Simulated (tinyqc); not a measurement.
Worked calculation: UKS/B3LYP (VWN-RPA form) in the sto-3g basis, for H2O, spin multiplicity 3. Computed by tinyqc, a small Python program that keeps every step (integrals from PySCF). Settings: charge = 0, multiplicity = 3, basis = sto-3g, energy threshold = 1e-08, iteration cap = 81, orthogonalisation = symmetric, start = core, DIIS depth = 0, damping = 0.7, shift = 1.0, method = UKS, functional = b3lyp, grid = [30, 86]. Command: `OMP_NUM_THREADS=1 python tinyqc.py 26482 26483 out.jsonl` (the two numbers bound the seeds that draw the settings). One thread of a shared host (Intel(R) Xeon(R) Processor @ 2.60GHz), about 5 s of CPU time with the checks.

Geometry (angstrom):
```
atom         x          y         z
O     0.000000   0.000000  0.000000
H     0.000000   1.022000  0.711000
H     0.000000  -1.016000  0.707000
```

Stop when the energy changes by less than 1e-08 hartree and every element of the error matrix X^T (F D S - S D F) X (for each spin) is below 3e-05.

Course of the cycle:
```
iteration   E (hartree)     change  largest element of the error matrix
1          -74.28708687          -                             2.25e-01
2          -74.45154684  -1.64e-01                             2.35e-01
3          -74.60058659  -1.49e-01                             2.29e-01
4          -74.72520566  -1.25e-01                             2.12e-01
5          -74.82365015  -9.84e-02                             1.88e-01
6          -74.89840442  -7.48e-02                             1.61e-01
7          -74.95366033  -5.53e-02                             1.35e-01
8          -74.99376454  -4.01e-02                             1.12e-01
9          -75.02251578  -2.88e-02                             9.11e-02
10         -75.04296046  -2.04e-02                             7.35e-02
11         -75.05742304  -1.45e-02                             5.89e-02
12         -75.06762310  -1.02e-02                             4.69e-02
13         -75.07480733  -7.18e-03                             3.72e-02
14         -75.07986761  -5.06e-03                             3.10e-02
...                 ...        ...                                  ...
68         -75.09282132  -1.71e-06                             8.79e-04
69         -75.09282292  -1.60e-06                             8.53e-04
70         -75.09282442  -1.50e-06                             8.27e-04
71         -75.09282583  -1.41e-06                             8.02e-04
72         -75.09282715  -1.32e-06                             7.78e-04
73         -75.09282838  -1.24e-06                             7.54e-04
74         -75.09282954  -1.16e-06                             7.31e-04
75         -75.09283063  -1.09e-06                             7.09e-04
76         -75.09283166  -1.02e-06                             6.88e-04
77         -75.09283262  -9.60e-07                             6.67e-04
78         -75.09283352  -9.02e-07                             6.47e-04
79         -75.09283437  -8.47e-07                             6.27e-04
80         -75.09283516  -7.95e-07                             6.08e-04
81         -75.09283591  -7.47e-07                             5.90e-04
```

Can the last value be used, and what does the course show?

Not by the stop rule, although the second column moves by less than 1e-05 over the last three steps. Not converged within the cap of 81 iterations: the residual falls steadily but slowly, by a factor of about 0.97 a step. Reruns (cap 100 unless said): DIIS 8: converged in 10; damping 0.5: not converged; level shift 0.5: converged in 32; atomic densities as start, DIIS 8: converged in 8; the original settings with a cap of 400: converged in 179. PySCF UKS in the same basis, fine grid, after a stability check = -75.09269919 hartree, which differs from a converged run on this coarse grid by the grid error.
